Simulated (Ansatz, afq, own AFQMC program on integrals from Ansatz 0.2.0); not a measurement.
CH$_{4}$Ge, singlet in cc-pVDZ, levels against CCSDT(Q)

| atom | x (Å) | y (Å) | z (Å) |
| --- | --- | --- | --- |
| Ge | 0.0000 | -0.0285 | 0.3488 |
| C | 0.0000 | 0.0248 | -1.6402 |
| H | 0.0000 | 1.5666 | 0.4808 |
| H | 0.0000 | -0.9687 | -2.0883 |
| H | 0.8762 | 0.5814 | -1.9908 |
| H | -0.8762 | 0.5814 | -1.9908 |

Connectivity, by distances: GeH–CH3.

Basis cc-pVDZ. Only valence electrons are correlated. AFQMC by an in-house program on the Cholesky factors that Ansatz 0.2.0 writes for its CCSD(T) run. ph-AFQMC/CISD is guided by a CISD state made of CCSD amplitudes; releasing the constraint for a short imaginary time cuts its bias at the price of noise, slowly where states lie close. Free AFQMC starts from the CCSD state and is never constrained. Its projection time is finite, and what remains of the start isn't in its error. ± is one standard error of the sampling. No spin–orbit coupling.

Determinant: UHF, the one that the program's search chose, which needn't be the lowest solution. The geometry is a PBE0/def2-TZVP stationary point of this or a neighbouring charge and spin state.

No full CI on the walks' own integrals is used here; CCSDT(Q) serves as the reference and is uncertain by about the last step of the cluster series.

Cautions: no relativity below Rb; no spin-orbit coupling; inner d shell frozen; an unrestricted solution with more broken spin lies lower (30 meV, ⟨S²⟩ 0.24), while this determinant keeps restricted orbitals; the released energies get too noisy after the second time (errors over twice the walk's own, or jumping), so no released level is given (meV from the phaseless value at times in 1/Eh: -14 ± 11 at 0.24, -25 ± 14 at 0.50, -37 ± 21 at 1.00, -47 ± 18 at 1.50), though the last usable value meets CCSDT(Q) within the noise.

```
T1 diagnostic                               : 0.0112
weight of the determinant in the CISD state : 0.869
⟨S²⟩ of the determinant                     : 0.000
size of the correlated space                : 12 electrons in 46 orbitals
```

Reference: CCSDT(Q), correlation energy -7.451 eV.

```json
{"level": "HF", "E − E(reference) (kcal/mol)": "171.83", "share of correlation (%)": "0.00"}
{"level": "MP2", "E − E(reference) (kcal/mol)": "28.63", "share of correlation (%)": "83.34"}
{"level": "CCSD", "E − E(reference) (kcal/mol)": "5.10", "share of correlation (%)": "97.03"}
{"level": "CCSD(T)", "E − E(reference) (kcal/mol)": "0.75", "share of correlation (%)": "99.56"}
{"level": "CCSDT", "E − E(reference) (kcal/mol)": "0.25", "share of correlation (%)": "99.86"}
{"level": "ph-AFQMC/HF", "E − E(reference) (kcal/mol)": "-4.11 ± 1.96", "share of correlation (%)": "102.39"}
{"level": "ph-AFQMC/CISD", "E − E(reference) (kcal/mol)": "0.71 ± 0.17", "share of correlation (%)": "99.59"}
{"level": "free AFQMC", "E − E(reference) (kcal/mol)": "0.17 ± 0.43", "share of correlation (%)": "99.90"}
```

Free projections are given only where their last times agree within the noise and don't stop above the reference; a slow remainder of the start can still hide under it. A walk keeps the symmetry of its determinant, which the program's search chose and which needn't be the lowest solution, so a lower state of the same spin and another symmetry isn't excluded.
